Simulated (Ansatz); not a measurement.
## Redistribution: C4H8 + C4H7Cl → C3H5Cl + C5H10

Species: C4H8 (trans-2-butene) `C/C=C/C`, singlet; C4H7Cl (cis-1-chloro-1-butene) `CC/C=C\Cl`, singlet; C3H5Cl `C/C=C/Cl`, singlet; C5H10 (trans-2-pentene) `C/C=C/CC`, singlet. The partners trade CH3 for Cl; both sit on C, so the bond types are kept.

Shapes, held fixed at every level: PBE0-D4/def2-TZVP. Flexible molecules stand in one conformer, not always the lowest. Programs: Ansatz 0.2.0. The zero-point and thermal change to 298 K, harmonic and unscaled (PBE0-D4/def2-TZVP), is -0.3 kJ/mol.

```json
{"level": "HF/def2-SVP", "kind": "Hartree–Fock", "ΔH(298 K) (kJ/mol)": "+4.2", "less CCSD(T)/CBS estimate": "+1.3"}
{"level": "HF/def2-TZVPP", "kind": "Hartree–Fock", "ΔH(298 K) (kJ/mol)": "+2.9", "less CCSD(T)/CBS estimate": "0.0"}
{"level": "B3LYP-D4/def2-TZVPP", "kind": "global hybrid", "ΔH(298 K) (kJ/mol)": "+3.6", "less CCSD(T)/CBS estimate": "+0.7"}
{"level": "r2SCAN0-D4/def2-TZVPP", "kind": "global hybrid", "ΔH(298 K) (kJ/mol)": "+2.3", "less CCSD(T)/CBS estimate": "-0.6"}
{"level": "wB97M-V/def2-TZVPP", "kind": "range-separated hybrid", "ΔH(298 K) (kJ/mol)": "+2.4", "less CCSD(T)/CBS estimate": "-0.5"}
{"level": "B2PLYP/def2-TZVPP", "kind": "double hybrid", "ΔH(298 K) (kJ/mol)": "+3.3", "less CCSD(T)/CBS estimate": "+0.4"}
{"level": "CCSD/def2-TZVPP", "kind": "coupled cluster or CI", "ΔH(298 K) (kJ/mol)": "+2.4", "less CCSD(T)/CBS estimate": "-0.5"}
{"level": "CCSD(T)/CBS estimate", "kind": "coupled cluster or CI", "ΔH(298 K) (kJ/mol)": "+2.9", "less CCSD(T)/CBS estimate": "0.0"}
```

The highest level, CCSD(T)/CBS estimate, gives ΔH(298 K) = +2.9 kJ/mol; the levels span +2.3 to +4.2. That is about zero within the method's error. The column of differences is taken from that level and isn't an error. No measured value is set beside it here. The CBS estimate extrapolates MP2 from def2-TZVPP and def2-QZVPP and adds CCSD(T) − MP2 in the triple-zeta set, cores frozen.
